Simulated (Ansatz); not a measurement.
Mulliken charges of F₂HSi, SMILES `F[SiH]F` radical from r2SCAN/def2-TZVPP in Ansatz (PBE0-D4/def2-TZVP geometry).

| atom | x (Å) | y (Å) | z (Å) | charge (e) |
| --- | --- | --- | --- | --- |
| F1 | 1.274 | 0.625 | -0.412 | -0.292 |
| Si2 | -0.028 | -0.285 | -0.316 | 0.654 |
| F3 | -1.283 | 0.691 | -0.248 | -0.292 |
| H4 | 0.036 | -1.031 | 0.976 | -0.070 |

By hand: the dipole of these point charges (1 e Å = 4.8032 D).

Σ q r = (-0.018, -0.498, -0.082) e Å, of length 0.505 e Å = 2.43 D.

How does the dipole of the full density compare? (An estimate is asked.)

The calculation gave: (-0.006, -0.266, 0.020) e Å, 1.28 D; the point charges give 1.90 times that, at 14° from its direction.

Point charges leave out the atoms' own dipoles, such as those of lone pairs, and Mulliken's split depends on the basis, so the two needn't agree.
